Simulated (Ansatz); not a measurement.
# CH4FN: the cost of one run

All numbers are computed with Ansatz 0.2.0 through its Python package. Level of theory: r2SCAN/6-31G*.

## 1. Starting point

Bond lengths: N1–C2 1.402 Å, C2–F3 1.358 Å, N1–H4 0.977 Å, N1–H5 1.070 Å, C2–H6 1.076 Å, C2–H7 1.121 Å. Angles: N1–C2–F3 107.2°, N1–C2–H6 110.5°, N1–C2–H7 111.7°, F3–C2–H6 109.0°, F3–C2–H7 109.4°, H6–C2–H7 108.9°, C2–N1–H4 106.3°, C2–N1–H5 107.2°, H4–N1–H5 100.0°.

The script holds or builds the structure itself.

## 2. The script

ch4fn_torsion.py

```python
'''Rigid torsion scan of CH4FN.'''

import ansatz as az
from ase import Atoms

atoms = Atoms(['N', 'C', 'F', 'H', 'H', 'H', 'H'], positions=[
    (-0.4317, -0.1824, -0.7857),
    (0.4555, -0.1381, 0.2984),
    (-0.0861, 0.6921, 1.2272),
    (-1.3084, -0.3984, -0.4136),
    (-0.6041, 0.8269, -1.0952),
    (0.5739, -1.1169, 0.7293),
    (1.4622, 0.2488, -0.006),
])

# start the scan from a relaxed geometry
first = (
    az.Crystal.molecule_from_ase(atoms).calculation()
    .basis(gaussian='6-31G*')
    .functional('r2scan')
    .relax(force_tolerance=0.02, max_steps=80)
)
atoms.positions = first.run().report['positions_ang']

start = atoms.get_dihedral(2, 1, 0, 3)
energies = {}
for turn in range(0, 360, 40):
    turned = atoms.copy()
    turned.set_dihedral(2, 1, 0, 3, start + turn, indices=[0, 3, 4])
    calc = (
        az.Crystal.molecule_from_ase(turned).calculation()
        .basis(gaussian='6-31G*')
        .functional('r2scan')
    )
    energies[round((start + turn) % 360)] = calc.run().report['free_energy_ev']
floor = min(energies.values())
print('dihedral F2-C1-N0-H3 (deg)   E - E(min) (kJ/mol)')
for angle, e in sorted(energies.items()):
    print(f'{angle:8d} {96.485332 * (e - floor):14.3f}  ' + '#' * int(30 * (e - floor) / max(max(energies.values()) - floor, 1e-9)))
```

## 3. What the engine is handed

The package turns the script's settings into the engine's input (first run):

```yaml
crystal:
  periodic: [false, false, false]
  atoms:
    - { symbol: "N", position_ang: [-0.4317, -0.1824, -0.7857] }
    - { symbol: C, position_ang: [0.4555, -0.1381, 0.2984] }
    - { symbol: F, position_ang: [-0.0861, 0.6921, 1.2272] }
    - { symbol: H, position_ang: [-1.3084, -0.3984, -0.4136] }
    - { symbol: H, position_ang: [-0.6041, 0.8269, -1.0952] }
    - { symbol: H, position_ang: [0.5739, -1.1169, 0.7293] }
    - { symbol: H, position_ang: [1.4622, 0.2488, -0.006] }
basis:
  gaussian:
    orbitals: "6-31G*"
hamiltonian:
  xc: r2scan
relax:
  f_tol: 0.02
  max_steps: 80
```

## 4. Running it

The run is started by

```
python ch4fn_torsion.py
```

**Question.** How long does this script take on 1 thread of Arm Neoverse V1, shared host, and how much memory does it need?

About 34 s, with a peak of 0.2 GiB.
